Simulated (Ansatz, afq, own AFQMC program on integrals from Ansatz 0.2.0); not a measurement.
**Atomization energy of NH₃O, singlet**

```xyz
5

N    -0.1540    0.0000    0.7068
O     0.1385    0.0000   -0.6853
H     0.3377   -0.8114    1.0705
H     0.3377    0.8114    1.0705
H    -0.7342    0.0000   -1.0862
```

Connectivity, by distances: NH2–OH.

Atoms in their ground-state spins without spin–orbit coupling (mostly on UHF) minus the molecule (RHF), without zero-point energy. The geometry is a stationary point, not shown to be a minimum.

Basis cc-pVDZ. Noble-gas cores (and the filled d shells of Ga–Kr and In–Xe) are frozen. AFQMC by an in-house program on the Cholesky factors that Ansatz 0.2.0 writes for its CCSD(T) run. ph-AFQMC/CISD is guided by a CISD state made of CCSD amplitudes; releasing the constraint for a short imaginary time cuts its bias at the price of noise, slowly where states lie close. Free AFQMC starts from the CCSD state and is never constrained. Its projection time is finite, and what remains of the start isn't in its error. ± is one standard error of the sampling. The errors of all members are added in quadrature.

No full CI on the walks' own integrals is used here; CCSDT(Q) serves as the reference and is uncertain by about the last step of the cluster series. Each member takes its own surest rung, up to full CI.

The best estimate is CCSD(T) at the basis-set limit (CBS: def2-TZVPP and def2-QZVPP, with their diffuse functions for anions and beside diffuse sets, CCSD(T) itself extrapolated) plus the step from CCSD(T) to CCSDT(Q) in cc-pVDZ. Rows without CBS are in cc-pVDZ, the functionals in def2-TZVP; B2PLYP and the wave-function rows carry a basis error of their own. Core correlation and relativity beyond core potentials are missing, and ± holds the sampling alone.

Cautions: NH₃O (singlet): the released energies move by 1.5 errors or more from one time to the next, so no released level is given (meV from the phaseless value at times in 1/Eh: -20 ± 15 at 0.24, -26 ± 14 at 0.50, -5 ± 12 at 1.00, -43 ± 18 at 1.50), though the last usable value meets CCSDT(Q) within the noise, its ph-AFQMC/CISD value lies 34 ± 15 meV above CCSDT(Q); other spins of the molecule weren't checked.

```
 level  atomization energy (kJ/mol)
B2PLYP                       1470.1
r2SCAN                       1479.2
  PBE0                       1480.9
```

From these cheaper values, estimate the atomization energy at the level of the best estimate.

1506.8 kJ/mol (best estimate, highest rung CCSDT(Q)).

```json
{"level": "HF", "atomization energy (kJ/mol)": "830.4", "error against the best estimate (kJ/mol)": "-676.4"}
{"level": "MP2", "atomization energy (kJ/mol)": "1336.7", "error against the best estimate (kJ/mol)": "-170.1"}
{"level": "CCSD", "atomization energy (kJ/mol)": "1306.8", "error against the best estimate (kJ/mol)": "-200.0"}
{"level": "CCSD(T)", "atomization energy (kJ/mol)": "1325.5", "error against the best estimate (kJ/mol)": "-181.3"}
{"level": "CCSDT", "atomization energy (kJ/mol)": "1325.8", "error against the best estimate (kJ/mol)": "-181.0"}
{"level": "CCSDT(Q)", "atomization energy (kJ/mol)": "1328.1", "error against the best estimate (kJ/mol)": "-178.6"}
{"level": "ph-AFQMC/CISD", "atomization energy (kJ/mol)": "1324.9 ± 1.4", "error against the best estimate (kJ/mol)": "-181.9 ± 1.4"}
{"level": "free AFQMC", "atomization energy (kJ/mol)": "1330.0 ± 2.8", "error against the best estimate (kJ/mol)": "-176.8 ± 2.8"}
{"level": "HF/CBS", "atomization energy (kJ/mol)": "873.4", "error against the best estimate (kJ/mol)": "-633.3"}
{"level": "MP2/CBS", "atomization energy (kJ/mol)": "1528.9", "error against the best estimate (kJ/mol)": "22.1"}
{"level": "CCSD(T)/CBS", "atomization energy (kJ/mol)": "1504.2", "error against the best estimate (kJ/mol)": "-2.6"}
{"level": "PBE", "atomization energy (kJ/mol)": "1548.0", "error against the best estimate (kJ/mol)": "41.2"}
{"level": "B3LYP", "atomization energy (kJ/mol)": "1499.0", "error against the best estimate (kJ/mol)": "-7.8"}
{"level": "wB97M-V", "atomization energy (kJ/mol)": "1503.8", "error against the best estimate (kJ/mol)": "-3.0"}
```

Correlation beyond CCSD(T) adds 2.6 kJ/mol. Going to the basis-set limit adds 178.7 kJ/mol at CCSD(T). The perturbative (T) step is worth +18.7 kJ/mol. The functionals spread over 77.9 kJ/mol; wB97M-V comes nearest and PBE is 41.2 kJ/mol too high.

Best estimates are given only where the step beyond CCSD(T) is under 0.3 eV and no member's determinant is very poor (T1 over 0.05, or 0.07 for open shells, ⟨S²⟩ too high by 0.3, two states mixed), so the hardest cases are missing from such tables.

The functionals ran in a triple-zeta set and keep a basis error of their own, a few kJ/mol for each bond in atomization energies and more for double hybrids, so close places among them and the extrapolated levels can swap.

CCSDT and higher add their correlation energy to the determinant of the CCSD(T) run, since their own runs factorise the integrals more tightly (a shift of under 2 meV). Free projections are given only where their last times agree within the noise and don't stop above the reference; a slow remainder of the start can still hide under it. Each member of a difference takes its own highest rung, so a best estimate needn't equal the limit plus the step of one row. A walk keeps the symmetry of its determinant, which the program's search chose and which needn't be the lowest solution, so a lower state of the same spin and another symmetry isn't excluded.
